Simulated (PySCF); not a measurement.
Match the calculated data to a structure.

All candidates are C5H11N.

| technique | computed result |
| --- | --- |
| Dipole | 1.27 D [PBE0/pcSseg-1] |
| 1H NMR | chemical shifts (computed TMS as zero) by class: 3.36 (1 H), 2.16 (2 H), 1.67 (2 H), 1.49 (2 H), 1.30 (2 H), 0.63 (2 H) ppm [GIAO PBE0/pcSseg-1] |
| Rotational structure | rotational constants A, B, C: 5.825, 3.207, 2.468 GHz [GFN2-xTB] |
| 13C NMR | chemical shifts (computed TMS as zero) by class: 56.0 (1 C), 42.6 (2 C), 30.7 (2 C) ppm [GIAO PBE0/pcSseg-1] |
| NMR, other nuclei | isotropic shieldings of nuclei other than C and H, by class: 201 (1 N) ppm [GIAO PBE0/pcSseg-1] |

Electronic properties: PySCF, gas phase, density fitting. Levels stand in brackets. Geometry: GFN2-xTB, one conformer, isolated molecule. NMR values are class means; diastereotopic atoms form classes of their own.

Question: Which candidate is it?
A. `C=C[C@@H](C)NC`
B. `CCNC1CC1`
C. `C=CN(C)CC`
D. `NC1CCCC1`
E. `C/C=N/C(C)C`

Answer: D. It is `NC1CCCC1`. Numbering: `[NH2:1][CH:2]1[CH2:3][CH2:4][CH2:5][CH2:6]1`. Its formula, C5H11N, gives 1 degree of unsaturation: 1 ring and 0 π bonds in the structure found. 5 carbons fall into 3 classes; from least to most shielded: ring sp3 carbon bound to nitrogen [C2] (56.0 ppm), ring CH2 carbon [C3/C6] (42.6 ppm, 2 C, up to 6.9 ppm apart in this geometry), ring CH2 carbon [C4/C5] (30.7 ppm, 2 C, up to 2.8 ppm apart in this geometry). Hydrogen classes from least to most shielded: 1 H on an sp3 carbon bound to nitrogen, C2 (3.36 ppm), 2 H on 2 ring CH2 carbons, C3/C6 (2.16 ppm), 2 H on 2 ring CH2 carbons, C4/C5 (1.67 ppm), 2 H on 2 ring CH2 carbons, C4/C5 (1.49 ppm), 2 H on 2 ring CH2 carbons, C3/C6 (1.30 ppm, a mean of values up to 0.7 ppm apart in this geometry), 2 H on a primary amine nitrogen, N1 (0.63 ppm, a mean of values up to 0.5 ppm apart in this geometry). The other shieldings belong to: 201 ppm, primary amine nitrogen [N1]. The optimised geometry has point group C1 and is an asymmetric top.

The others, at the same levels:
- `C=C[C@@H](C)NC` fails: it has 5 carbon classes against 3; its computed 13C shifts are 156.2 (1 C), 121.6 (1 C), 65.5 (1 C), 38.3 (1 C), 26.1 (1 C) ppm, 1H shifts are 6.03 (1 H), 5.53 (1 H), 5.33 (1 H), 3.04 (1 H), 2.56 (3 H), 1.19 (3 H), 0.17 (1 H) ppm and rotational constant A is 4.171 GHz (against 5.825 GHz).
- `CCNC1CC1` fails: it has 4 carbon classes against 3; its computed 13C shifts are 49.3 (1 C), 34.2 (1 C), 18.7 (1 C), 7.8 (2 C) ppm, 1H shifts are 2.97 (2 H), 1.75 (1 H), 1.13 (3 H), 0.49 (2 H), -0.03 (2 H), -1.02 (1 H) ppm and rotational constant A is 7.516 GHz (against 5.825 GHz).
- `C/C=N/C(C)C` fails: it has 4 carbon classes against 3; its computed 13C shifts are 158.9 (1 C), 65.9 (1 C), 27.3 (2 C), 26.7 (1 C) ppm, 1H shifts are 7.94 (1 H), 3.15 (1 H), 2.01 (3 H), 1.19 (6 H) ppm and rotational constant A is 7.222 GHz (against 5.825 GHz).
- `C=CN(C)CC` fails: it has 5 carbon classes against 3; its computed 13C shifts are 147.4 (1 C), 84.2 (1 C), 55.5 (1 C), 35.6 (1 C), 14.1 (1 C) ppm, 1H shifts are 6.21 (1 H), 3.88 (1 H), 3.64 (1 H), 3.13 (2 H), 2.63 (3 H), 0.94 (3 H) ppm and smallest rotational constant is 2.083 GHz (against 2.468 GHz).

Each candidate is one conformer, not necessarily the lowest. Dipoles, sizes and rotational constants follow the conformer. The torsions of the flexible species, by atom-mapped SMILES:
- `[CH2:1]=[CH:2][C@@H:3]([CH3:4])[NH:5][CH3:6]`: C1–C2–C3–C4 108°, C2–C3–N5–C6 70°
- `[CH3:1][CH2:2][NH:3][CH:4]1[CH2:5][CH2:6]1`: C1–C2–N3–C4 66°, C2–N3–C4–C5 -164°
- `[CH3:1]/[CH:2]=[N:3]/[CH:4]([CH3:5])[CH3:6]`: C2–N3–C4–C5 120°
- `[CH2:1]=[CH:2][N:3]([CH3:4])[CH2:5][CH3:6]`: C1–C2–N3–C4 -8°, C2–N3–C5–C6 78°

The conformers of `NC1CCCC1` aren't listed.
